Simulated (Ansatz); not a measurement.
## OF₂, singlet: reading a ladder of total energies

Geometry: displaced at random from a stationary point.

```xyz
3

F    -0.0163   -0.2625    1.1095
O    -0.0172    0.5723    0.0111
F     0.0308   -0.2194   -1.1189
```

Basis cc-pVDZ; Ansatz 0.2.0. Only valence electrons are correlated (noble-gas cores frozen), which leaves 20 electrons in 39 orbitals. R marks a restricted (for open shells ROHF) determinant.

Full CI isn't at hand for all of this; RCCSDT(Q) serves as the reference, and is uncertain by about the last step of the cluster series.

Runs differ by some tens of microhartree through their thresholds, so steps under 0.03 kcal/mol mean nothing.

```tsv
level	total energy (hartree)
RHF	-273.465465
RMP2	-274.042590
RCCSD	-274.053300
RCCSD(T)	-274.068512
RCCSDT	-274.069063
RCCSDT(Q)	-274.071566
```

Task: What is the correlation energy at RCCSDT(Q), and what share of it do RMP2 and RCCSDT recover?

Result: E(corr) = -274.071566 − (-273.465465) = -0.606101 hartree = -16.493 eV. RMP2: -0.577125 / -0.606101 = 95.22 %. RCCSDT: -0.603598 / -0.606101 = 99.59 %.

Task: By how many kcal/mol does RCCSD(T) miss RCCSDT(Q) (1 hartree = 627.509 kcal/mol), and which steps make up the rest?

Result: -274.068512 − (-274.071566) = 0.003054 hartree = 1.92 kcal/mol. Steps: RCCSDT − RCCSD(T) = -0.35, RCCSDT(Q) − RCCSDT = -1.57 kcal/mol. Differences between like states or geometries often cancel part of this.
